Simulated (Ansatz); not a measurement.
**CH10Si2 (built from SMILES C[SiH3].[SiH4]): search for a transition state**

Aim: find the saddle point of a four-centre ligand exchange that is to form Si1–Si7, C2–H6 and break Si1–C2, H6–Si7, prove it by its vibrations, and relax downhill on both sides to see what it joins.

Program: Ansatz 0.2.0, Gaussian basis. Level of theory: PBE0-D4, def2-SVP first, then def2-TZVP. These are calculated values, not measurements.

152 further runs of the same task are left out: 152 set aside as unsound or not needed.

## Step 1: Starting geometry

The guess: 13 atoms, charge 0, spin multiplicity 1.

Atoms are counted from 1 here; the program's logs count them from 0.

Bond lengths: Si1–H3 1.470 Å, Si1–H4 1.512 Å, Si1–H5 1.471 Å, C2–H8 1.085 Å, C2–H9 1.085 Å, C2–H10 1.082 Å, Si7–H11 1.472 Å, Si7–H12 1.470 Å, Si7–H13 1.468 Å. Angles: H3–Si1–H4 95.1°, H3–Si1–H5 157.4°, H4–Si1–H5 95.2°, H8–C2–H9 110.7°, H8–C2–H10 106.7°, H9–C2–H10 106.5°, H11–Si7–H12 105.0°, H11–Si7–H13 105.3°, H12–Si7–H13 106.1°.

Coordinates:

```mol
CH10Si2
  3D, bonds by distance, orders not assigned

 13  9  0  0  0  0  0  0  0  0999 V2000
   -0.7248    0.6543    0.7818 Si  0  0
    0.5754   -1.0706    1.1467 C   0  0
   -1.9151   -0.0682    0.3098 H   0  0
   -1.2845    0.9556    2.1542 H   0  0
    0.2941    1.7141    0.8179 H   0  0
    0.3390   -0.4295   -0.0466 H   0  0
    0.0691    0.4808   -1.8947 Si  0  0
    0.2601   -2.0545    0.8157 H   0  0
    1.6555   -0.9774    1.0977 H   0  0
    0.3067   -0.9930    2.1924 H   0  0
    0.1274   -0.7184   -2.7456 H   0  0
    1.3139    1.2094   -2.1789 H   0  0
   -1.0167    1.2975   -2.4503 H   0  0
  1  3  8  0
  1  4  8  0
  1  5  8  0
  2  8  8  0
  2  9  8  0
  2 10  8  0
  7 11  8  0
  7 12  8  0
  7 13  8  0
M  END
```

Distances that are to change: Si1–Si7 2.80 Å, C2–H6 1.38 Å, Si1–C2 2.19 Å, H6–Si7 2.08 Å.

## Step 2: Constrained relaxation of the guess

hold/in.yaml reads:

```yaml
crystal:
  periodic: [false, false, false]
  atoms:
    - {symbol: Si, position_ang: [-0.724800, 0.654300, 0.781800]}
    - {symbol: C, position_ang: [0.575400, -1.070600, 1.146700]}
    - {symbol: H, position_ang: [-1.915100, -0.068200, 0.309800]}
    - {symbol: H, position_ang: [-1.284500, 0.955600, 2.154200]}
    - {symbol: H, position_ang: [0.294100, 1.714100, 0.817900]}
    - {symbol: H, position_ang: [0.339000, -0.429500, -0.046600]}
    - {symbol: Si, position_ang: [0.069100, 0.480800, -1.894700]}
    - {symbol: H, position_ang: [0.260100, -2.054500, 0.815700]}
    - {symbol: H, position_ang: [1.655500, -0.977400, 1.097700]}
    - {symbol: H, position_ang: [0.306700, -0.993000, 2.192400]}
    - {symbol: H, position_ang: [0.127400, -0.718400, -2.745600]}
    - {symbol: H, position_ang: [1.313900, 1.209400, -2.178900]}
    - {symbol: H, position_ang: [-1.016700, 1.297500, -2.450300]}
basis:
  gaussian: {orbitals: def2-SVP}
hamiltonian: {xc: pbe0, dispersion: d4}
relax: {f_tol: 0.04, max_steps: 150, escape_saddle: false, constraints: [{distance: [0, 6]}, {distance: [1, 5]}, {distance: [0, 1]}, {distance: [5, 6]}]}
```

Started as:

```sh
ansatz run in.yaml --threads 4 --pin off --events-out ev --progress --plain --max-ram 9574MiB
```

The log of the run:

```text
Functional definition: PBE0
  name "PBE0"
  cite "Adamo & Barone, J. Chem. Phys. 110, 6158 (1999) doi:10.1063/1.478522"
  cite "Perdew, Burke & Ernzerhof, Phys. Rev. Lett. 77, 3865 (1996) doi:10.1103/PhysRevLett.77.3865"
  parent pbe
  parameter a = 0.25
  parameter kappa = 0.804
  parameter beta = 0.06672455060314922
  exchange = (1 - a)*pbe_x(kappa = kappa, mu = beta*pi^2/3) + a*exact_x
  correlation = pbe_c(beta = beta)
1061 factors; integrals over basis functions are off by at most 3.3e-4 eV
mean field evaluation 1: about -16933.7469 eV, gradient 3.6e1 eV
mean field evaluation 2: about -16932.2850 eV, gradient 4.1e1 eV
mean field evaluation 4: about -16936.9578 eV, gradient 1.2e0 eV
mean field evaluation 8: about -16936.9690 eV, gradient 1.4e-2 eV
mean field -16936.96902380 eV, -622.4221313346 hartree, gradient 3.6e-5 eV, S^2 0.000000; 0 other end points of the search recorded, 0 dependent functions left out
the calculation of the forces begins
reference -16936.96905443 eV, -622.4221324602 hartree; 22, 22 occupied and 78, 78 virtual orbitals, 1061 factors
relax step   1: F+E_penalty+E_count = -16937.18515825 eV  Δ(F+E_penalty+E_count) = +0.000e0 eV  max|allowed force component| = 8.363e-1 eV/Å  Δτ_max = 0.0000 Å  (23 SCF iters, accepted)
  distance Si 0 - Si 6 held at 2.797147 Å   reaction = -3.4653e-1 eV/Å
  distance C 1 - H 5 held at 1.375085 Å   reaction = +1.7208e-1 eV/Å
  distance Si 0 - C 1 held at 2.190651 Å   reaction = +1.1746e0 eV/Å
  distance H 5 - Si 6 held at 2.077731 Å   reaction = +1.1747e0 eV/Å
these checks for a lower state are left out or cut short: starts, cluster_reference, orbital_swaps, neighbouring_geometries, increment
1061 factors; integrals over basis functions are off by at most 4.3e-4 eV
mean field evaluation 16: about -16937.1010 eV, gradient 8.5e-2 eV
mean field -16937.10580478 eV, -622.4271579429 hartree, gradient 1.6e-5 eV, S^2 0.000000; 0 other end points of the search recorded, 0 dependent functions left out
the calculation of the forces begins
reference -16937.10583550 eV, -622.4271590720 hartree; 22, 22 occupied and 78, 78 virtual orbitals, 1061 factors
relax step   2: F+E_penalty+E_count = -16937.32484604 eV  Δ(F+E_penalty+E_count) = -1.397e-1 eV  max|allowed force component| = 3.624e-1 eV/Å  Δτ_max = 0.1842 Å  (27 SCF iters, accepted)
  distance Si 0 - Si 6 held at 2.797147 Å   reaction = -2.3558e-1 eV/Å
  distance C 1 - H 5 held at 1.375085 Å   reaction = -5.1196e-1 eV/Å
  distance Si 0 - C 1 held at 2.190651 Å   reaction = +1.4734e0 eV/Å
  distance H 5 - Si 6 held at 2.077731 Å   reaction = +9.9409e-1 eV/Å
these checks for a lower state are left out or cut short: starts, cluster_reference, orbital_swaps, neighbouring_geometries, increment
1061 factors; integrals over basis functions are off by at most 4.2e-4 eV
mean field -16937.16826540 eV, -622.4294533283 hartree, gradient 5.4e-5 eV, S^2 0.000000; 0 other end points of the search recorded, 0 dependent functions left out
the calculation of the forces begins
reference -16937.16829605 eV, -622.4294544547 hartree; 22, 22 occupied and 78, 78 virtual orbitals, 1061 factors
relax step   3: F+E_penalty+E_count = -16937.38735869 eV  Δ(F+E_penalty+E_count) = -6.251e-2 eV  max|allowed force component| = 3.167e-1 eV/Å  Δτ_max = 0.0848 Å  (24 SCF iters, accepted)
  distance Si 0 - Si 6 held at 2.797147 Å   reaction = -4.3341e-1 eV/Å
  distance C 1 - H 5 held at 1.375085 Å   reaction = -8.0178e-1 eV/Å
  distance Si 0 - C 1 held at 2.190651 Å   reaction = +1.4448e0 eV/Å
  distance H 5 - Si 6 held at 2.077731 Å   reaction = +9.3522e-1 eV/Å
these checks for a lower state are left out or cut short: starts, cluster_reference, orbital_swaps, neighbouring_geometries, increment
1061 factors; integrals over basis functions are off by at most 3.9e-4 eV
mean field evaluation 32: about -16937.2379 eV, gradient 1.3e-5 eV
mean field -16937.23793930 eV, -622.4320137971 hartree, gradient 1.3e-5 eV, S^2 0.000000; 0 other end points of the search recorded, 0 dependent functions left out
the calculation of the forces begins
reference -16937.23796994 eV, -622.4320149232 hartree; 22, 22 occupied and 78, 78 virtual orbitals, 1061 factors
relax step   4: F+E_penalty+E_count = -16937.45724653 eV  Δ(F+E_penalty+E_count) = -6.989e-2 eV  max|allowed force component| = 3.270e-1 eV/Å  Δτ_max = 0.2000 Å  (26 SCF iters, accepted)
  distance Si 0 - Si 6 held at 2.797147 Å   reaction = -7.8962e-1 eV/Å
  distance C 1 - H 5 held at 1.375085 Å   reaction = -1.1854e0 eV/Å
  distance Si 0 - C 1 held at 2.190651 Å   reaction = +1.3494e0 eV/Å
  distance H 5 - Si 6 held at 2.077731 Å   reaction = +9.3016e-1 eV/Å
these checks for a lower state are left out or cut short: starts, cluster_reference, orbital_swaps, neighbouring_geometries, increment
1061 factors; integrals over basis functions are off by at most 3.9e-4 eV
mean field -16937.26231213 eV, -622.4329094821 hartree, gradient 3.2e-5 eV, S^2 0.000000; 0 other end points of the search recorded, 0 dependent functions left out
the calculation of the forces begins
reference -16937.26234271 eV, -622.4329106059 hartree; 22, 22 occupied and 78, 78 virtual orbitals, 1061 factors
relax step   5: F+E_penalty+E_count = -16937.48142183 eV  Δ(F+E_penalty+E_count) = -2.418e-2 eV  max|allowed force component| = 2.496e-1 eV/Å  Δτ_max = 0.0905 Å  (23 SCF iters, accepted)
  distance Si 0 - Si 6 held at 2.797147 Å   reaction = -7.3486e-1 eV/Å
  distance C 1 - H 5 held at 1.375085 Å   reaction = -1.2087e0 eV/Å
  distance Si 0 - C 1 held at 2.190651 Å   reaction = +1.2380e0 eV/Å
  distance H 5 - Si 6 held at 2.077731 Å   reaction = +9.5625e-1 eV/Å
these checks for a lower state are left out or cut short: starts, cluster_reference, orbital_swaps, neighbouring_geometries, increment
1061 factors; integrals over basis functions are off by at most 3.8e-4 eV
mean field -16937.27341036 eV, -622.4333173343 hartree, gradient 2.4e-5 eV, S^2 0.000000; 0 other end points of the search recorded, 0 dependent functions left out
the calculation of the forces begins
reference -16937.27344082 eV, -622.4333184540 hartree; 22, 22 occupied and 78, 78 virtual orbitals, 1061 factors
relax step   6: F+E_penalty+E_count = -16937.49232836 eV  Δ(F+E_penalty+E_count) = -1.091e-2 eV  max|allowed force component| = 7.122e-2 eV/Å  Δτ_max = 0.0507 Å  (23 SCF iters, accepted)
  distance Si 0 - Si 6 held at 2.797147 Å   reaction = -7.1142e-1 eV/Å
  distance C 1 - H 5 held at 1.375085 Å   reaction = -1.0964e0 eV/Å
  distance Si 0 - C 1 held at 2.190651 Å   reaction = +1.3881e0 eV/Å
  distance H 5 - Si 6 held at 2.077731 Å   reaction = +1.1304e0 eV/Å
these checks for a lower state are left out or cut short: starts, cluster_reference, orbital_swaps, neighbouring_geometries, increment
1061 factors; integrals over basis functions are off by at most 3.8e-4 eV
mean field -16937.27470024 eV, -622.4333647368 hartree, gradient 9.0e-6 eV, S^2 0.000000; 0 other end points of the search recorded, 0 dependent functions left out
the calculation of the forces begins
reference -16937.27473070 eV, -622.4333658560 hartree; 22, 22 occupied and 78, 78 virtual orbitals, 1061 factors
relax step   7: F+E_penalty+E_count = -16937.49361517 eV  Δ(F+E_penalty+E_count) = -1.287e-3 eV  max|allowed force component| = 2.937e-2 eV/Å  Δτ_max = 0.0159 Å  (22 SCF iters, accepted)
  distance Si 0 - Si 6 held at 2.797147 Å   reaction = -7.0872e-1 eV/Å
  distance C 1 - H 5 held at 1.375085 Å   reaction = -1.0803e0 eV/Å
  distance Si 0 - C 1 held at 2.190651 Å   reaction = +1.3892e0 eV/Å
  distance H 5 - Si 6 held at 2.077731 Å   reaction = +1.0996e0 eV/Å
1061 factors; integrals over basis functions are off by at most 3.8e-4 eV
mean field evaluation 64: about -16937.2747 eV, gradient 2.8e-5 eV
mean field -16937.27470024 eV, -622.4333647368 hartree, gradient 9.0e-6 eV, S^2 0.000000; 1 other end points of the search recorded, 0 dependent functions left out
the calculation of the forces begins
reference -16937.27473070 eV, -622.4333658560 hartree; 22, 22 occupied and 78, 78 virtual orbitals, 1061 factors
Total energy: -16937.49364563 eV, -622.4414108313 hartree
Atom 0 at    -0.730589     0.613862     0.790429 Å, force     0.630274    -1.026195     0.946739 eV/Å
Atom 1 at     0.582025    -1.083514     1.231918 Å, force    -0.620334     0.614104     0.681336 eV/Å
Atom 2 at    -1.962834     0.142445     0.109803 Å, force    -0.006977    -0.004891     0.002486 eV/Å
Atom 3 at    -1.158312     0.843189     2.234715 Å, force    -0.000637    -0.000975     0.005495 eV/Å
Atom 4 at     0.016179     1.851998     0.436417 Å, force     0.003144     0.000414     0.002109 eV/Å
Atom 5 at     0.342496    -0.496744     0.011596 Å, force    -0.309998     0.941757    -1.930880 eV/Å
Atom 6 at     0.141391     0.387725    -1.857692 Å, force     0.337887    -0.553752     0.313248 eV/Å
Atom 7 at     0.286791    -2.049408     0.797750 Å, force    -0.003612    -0.008245    -0.001479 eV/Å
Atom 8 at     1.659807    -0.903974     1.108886 Å, force    -0.007574     0.009492     0.002910 eV/Å
Atom 9 at     0.351459    -1.102481     2.314712 Å, force    -0.008963     0.005344    -0.010148 eV/Å
Atom 10 at     0.050078    -0.697541    -2.896947 Å, force     0.001172    -0.006526    -0.013626 eV/Å
Atom 11 at     1.405783     1.157683    -2.127526 Å, force     0.014992     0.000693     0.009548 eV/Å
Atom 12 at    -0.984174     1.336861    -2.153962 Å, force    -0.029374     0.028781    -0.007738 eV/Å
Dipole moment:     0.060259    -0.240713     0.485218 e Å
```

It took 8.5 s on 4 threads of Arm Neoverse V2, shared host.

Step by step:

| step | energy from step 1 (eV) | largest force component (eV/Å) |
| --- | --- | --- |
| 1 | 0.0000 | 0.8363 |
| 2 | -0.1397 | 0.3624 |
| 3 | -0.2022 | 0.3167 |
| 4 | -0.2721 | 0.3270 |
| 5 | -0.2963 | 0.2496 |
| 6 | -0.3072 | 0.0712 |
| 7 | -0.3085 | 0.0294 |

Close pairs (by a distance rule), those that changed most:

| bond | before (Å) | after (Å) | change (Å) |
| --- | --- | --- | --- |
| Si7–H12 | 1.470 | 1.505 | +0.035 |
| Si7–H13 | 1.468 | 1.502 | +0.034 |
| Si7–H11 | 1.472 | 1.505 | +0.034 |
| C2–H10 | 1.082 | 1.107 | +0.025 |
| Si1–H5 | 1.471 | 1.489 | +0.018 |
| C2–H8 | 1.085 | 1.099 | +0.014 |
| Si1–H3 | 1.470 | 1.485 | +0.014 |
| C2–H9 | 1.085 | 1.100 | +0.014 |

## Step 3: Force constants to start from

hessian/in.yaml reads:

```yaml
crystal:
  periodic: [false, false, false]
  atoms:
    - {symbol: Si, position_ang: [-0.730589, 0.613862, 0.790429]}
    - {symbol: C, position_ang: [0.582025, -1.083514, 1.231918]}
    - {symbol: H, position_ang: [-1.962834, 0.142445, 0.109803]}
    - {symbol: H, position_ang: [-1.158312, 0.843189, 2.234715]}
    - {symbol: H, position_ang: [0.016179, 1.851998, 0.436417]}
    - {symbol: H, position_ang: [0.342496, -0.496744, 0.011596]}
    - {symbol: Si, position_ang: [0.141391, 0.387725, -1.857692]}
    - {symbol: H, position_ang: [0.286791, -2.049408, 0.797750]}
    - {symbol: H, position_ang: [1.659807, -0.903974, 1.108886]}
    - {symbol: H, position_ang: [0.351459, -1.102481, 2.314712]}
    - {symbol: H, position_ang: [0.050078, -0.697541, -2.896947]}
    - {symbol: H, position_ang: [1.405783, 1.157683, -2.127526]}
    - {symbol: H, position_ang: [-0.984174, 1.336861, -2.153962]}
basis:
  gaussian: {orbitals: def2-SVP}
hamiltonian: {xc: pbe0, dispersion: d4}
phonons: {}
scf: {lower_state_search: off}
```

Started as:

```sh
ansatz run in.yaml --threads 4 --pin off --events-out ev --progress --plain --max-ram 9574MiB
```

The log of the run, cut to the lines that bear on the results:

```text
[... 5 set-up lines as earlier in the session ...]
[...]
1064 factors; integrals over basis functions are off by at most 3.5e-4 eV
[...]
mean field -16937.27470188 eV, -622.4333647970 hartree, gradient 1.4e-6 eV, S^2 0.000000; 0 other end points of the search recorded, 0 dependent functions left out
[...]
reference -16937.27473234 eV, -622.4333659164 hartree; 22, 22 occupied and 78, 78 virtual orbitals, 1064 factors
[... from here to the last solve, the lines of the solves are left out (77 solves) ...]
1064 factors; integrals over basis functions are off by at most 3.5e-4 eV
mean field -16937.27471608 eV, -622.4333653190 hartree, gradient 6.2e-6 eV, S^2 0.000000; 0 other end points of the search recorded, 0 dependent functions left out
[...]
reference -16937.27474655 eV, -622.4333664384 hartree; 22, 22 occupied and 78, 78 virtual orbitals, 1064 factors
[...]
WARN: phonons: 2 modes above zero are rigid motions of the cell's bodies and no vibrations: the zero-point energy, free energy, entropy and heat capacity leave them out. With what each would have added to F at 1000 K, by the weight of its row in the mesh: 35.69 cm⁻¹ (-0.256 eV; rigid [...]
WARN: phonons: modes at or below zero, which the zero-point energy, F, S and C_V leave out: 1, the lowest at -1259.85 cm⁻¹. A minimum has none, and a first-order saddle one
[...]
Atom 5 at     0.342496    -0.496744     0.011596 Å, force    -0.310000     0.941754    -1.930875 eV/Å
Atom 6 at     0.141391     0.387725    -1.857692 Å, force     0.337877    -0.553745     0.313238 eV/Å
Atom 7 at     0.286791    -2.049408     0.797750 Å, force    -0.003611    -0.008246    -0.001486 eV/Å
Atom 8 at     1.659807    -0.903974     1.108886 Å, force    -0.007552     0.009474     0.002920 eV/Å
Atom 9 at     0.351459    -1.102481     2.314712 Å, force    -0.008957     0.005347    -0.010171 eV/Å
Atom 10 at     0.050078    -0.697541    -2.896947 Å, force     0.001171    -0.006529    -0.013625 eV/Å
Atom 11 at     1.405783     1.157683    -2.127526 Å, force     0.015000     0.000702     0.009547 eV/Å
Atom 12 at    -0.984174     1.336861    -2.153962 Å, force    -0.029371     0.028773    -0.007735 eV/Å
Dipole moment:     0.060260    -0.240714     0.485218 e Å
Vibrations: -1259.85 21.03 70.68 209.72 218.51 245.09 363.24 422.06 471.93 550.94 597.72 785.67 796.82 850.15 929.61 935.69 941.41 970.51 976.46 1082.46 1181.42 1389.52 1451.54 1586.65 2064.73 2166.30 2179.13 2187.45 2229.06 2280.69 3018.29 3137.59 3203.20 cm⁻¹, zero-point energy 2.449635 eV
Checks for a lower state left out: stability, starts, cluster_reference, orbital_swaps, neighbouring_geometries, increment
```

It took 52 s on 4 threads of Arm Neoverse V2, shared host.

The structure is not stationary yet, so these wavenumbers are no spectrum; the search needs only the force constants.

## Step 4: Saddle search in the small basis

The search itself is an outer loop (partitioned rational-function steps, Bofill update of the Hessian). Each step is one single-point run with forces. It stops when the largest force is under 0.04 eV/Å and the followed curvature is negative. The first step's input:

presaddle/in.yaml reads:

```yaml
crystal:
  periodic: [false, false, false]
  atoms:
    - {symbol: Si, position_ang: [-0.730589, 0.613862, 0.790429]}
    - {symbol: C, position_ang: [0.582025, -1.083514, 1.231918]}
    - {symbol: H, position_ang: [-1.962834, 0.142445, 0.109803]}
    - {symbol: H, position_ang: [-1.158312, 0.843189, 2.234715]}
    - {symbol: H, position_ang: [0.016179, 1.851998, 0.436417]}
    - {symbol: H, position_ang: [0.342496, -0.496744, 0.011596]}
    - {symbol: Si, position_ang: [0.141391, 0.387725, -1.857692]}
    - {symbol: H, position_ang: [0.286791, -2.049408, 0.797750]}
    - {symbol: H, position_ang: [1.659807, -0.903974, 1.108886]}
    - {symbol: H, position_ang: [0.351459, -1.102481, 2.314712]}
    - {symbol: H, position_ang: [0.050078, -0.697541, -2.896947]}
    - {symbol: H, position_ang: [1.405783, 1.157683, -2.127526]}
    - {symbol: H, position_ang: [-0.984174, 1.336861, -2.153962]}
basis:
  gaussian: {orbitals: def2-SVP}
hamiltonian: {xc: pbe0, dispersion: d4}
output: {forces: true}
scf: {lower_state_search: off}
```

Started as:

```sh
ansatz run in.yaml --threads 4 --pin off --events-out ev --progress --plain --max-ram 9574MiB
```

The driver's record:

| step | energy (eV) | largest force (eV/Å) | followed curvature (eV/Å²) |
| --- | --- | --- | --- |
| 1 | -16937.49365 | 1.9309 | -10.27 |
| 2 | -16937.36083 | 0.7255 | -10.74 |
| 3 | -16937.37652 | 0.4167 | -11.13 |
| 4 | -16937.38084 | 0.5438 | -11.10 |
| 5 | -16937.39527 | 0.2795 | -11.09 |
| 6 | -16937.40646 | 0.4701 | -11.09 |
| 7 | -16937.42733 | 0.3692 | -11.09 |
| 8 | -16937.45054 | 0.3858 | -11.09 |
| 9 | -16937.42631 | 0.5277 | -11.09 |
| 10 | -16937.43513 | 0.7652 | -11.10 |
| 11 | -16937.45923 | 0.3972 | -11.15 |
| 14 | -16937.47281 | 0.1985 | -11.33 |
| 17 | -16937.47905 | 0.1009 | -11.34 |
| 20 | -16937.48443 | 0.2076 | -11.72 |
| 23 | -16937.49257 | 0.0873 | -11.81 |
| 26 | -16937.49558 | 0.3119 | -11.79 |
| 29 | -16937.50408 | 0.0785 | -11.86 |
| 32 | -16937.50786 | 0.0821 | -11.93 |
| 35 | -16937.50958 | 0.1141 | -11.98 |
| 36 | -16937.50964 | 0.1032 | -12.60 |
| 37 | -16937.50972 | 0.1385 | -13.34 |
| 38 | -16937.50992 | 0.0806 | -13.47 |
| 39 | -16937.50995 | 0.1247 | -13.54 |
| 40 | -16937.50984 | 0.1538 | -13.69 |
| 41 | -16937.50997 | 0.1482 | -13.69 |
| 42 | -16937.51017 | 0.0620 | -13.67 |
| 43 | -16937.51032 | 0.0379 | -13.78 |

The 43 steps took 32 s in all (4 threads of Arm Neoverse V2, shared host).

## Step 5: Saddle search in triple zeta

A small driver takes partitioned rational-function steps: uphill along one mode, downhill along the rest. It calls the program once a step for energy and forces and updates the Hessian by Bofill's formula. It stops when the largest force is under 0.018 eV/Å and the followed curvature is negative. The first step's input:

saddle/in.yaml reads:

```yaml
crystal:
  periodic: [false, false, false]
  atoms:
    - {symbol: Si, position_ang: [-0.651455, 0.677480, 0.770826]}
    - {symbol: C, position_ang: [0.627021, -1.055653, 1.163507]}
    - {symbol: H, position_ang: [-2.024348, 0.399196, 0.253606]}
    - {symbol: H, position_ang: [-0.840029, 0.631990, 2.282221]}
    - {symbol: H, position_ang: [-0.022676, 2.017003, 0.560766]}
    - {symbol: H, position_ang: [0.342284, -0.431150, 0.019971]}
    - {symbol: Si, position_ang: [0.023649, 0.367029, -1.849594]}
    - {symbol: H, position_ang: [1.237876, -1.705912, 0.510156]}
    - {symbol: H, position_ang: [1.282896, -0.564521, 1.895501]}
    - {symbol: H, position_ang: [-0.149510, -1.662434, 1.647368]}
    - {symbol: H, position_ang: [-0.382224, -0.862640, -2.620074]}
    - {symbol: H, position_ang: [1.419813, 0.707753, -2.301837]}
    - {symbol: H, position_ang: [-0.863199, 1.481959, -2.332317]}
basis:
  gaussian: {orbitals: def2-TZVP}
hamiltonian: {xc: pbe0, dispersion: d4}
output: {forces: true}
scf: {lower_state_search: off}
```

Started as:

```sh
ansatz run in.yaml --threads 4 --pin off --events-out ev --progress --plain --max-ram 9574MiB
```

The driver's record:

| step | energy (eV) | largest force (eV/Å) | followed curvature (eV/Å²) |
| --- | --- | --- | --- |
| 1 | -16944.36746 | 0.2110 | -13.78 |
| 2 | -16944.37731 | 0.0824 | -13.79 |
| 3 | -16944.37814 | 0.0620 | -13.74 |
| 4 | -16944.37825 | 0.0427 | -13.63 |
| 5 | -16944.37845 | 0.0285 | -13.43 |
| 6 | -16944.37848 | 0.0383 | -13.40 |
| 7 | -16944.37852 | 0.0314 | -13.25 |
| 8 | -16944.37864 | 0.0341 | -13.21 |
| 9 | -16944.37845 | 0.0620 | -13.21 |
| 10 | -16944.37871 | 0.0164 | -13.22 |

The 10 steps took 14 s in all (4 threads of Arm Neoverse V2, shared host).

Geometry at the end of the search:

```xyz
13
CH10Si2
Si   -0.6354    0.6663    0.7500
C     0.6210   -1.0618    1.1678
H    -2.0068    0.3966    0.2479
H    -0.8180    0.6374    2.2537
H    -0.0061    1.9959    0.5324
H     0.3372   -0.4462    0.0095
Si    0.0168    0.3718   -1.8386
H     1.2222   -1.7272    0.5364
H     1.2724   -0.5591    1.8816
H    -0.1586   -1.6405    1.6613
H    -0.3547   -0.8492   -2.6236
H     1.3998    0.7483   -2.2754
H    -0.8896    1.4678   -2.3027
```

Followed mode, largest move set to 1: H6 (0.00, -0.27, 0.96); Si1 (-0.16, 0.27, -0.39); C2 (0.16, -0.20, -0.14); H8 (0.15, -0.20, 0.02).

(Part 1 of 2 ends here.)
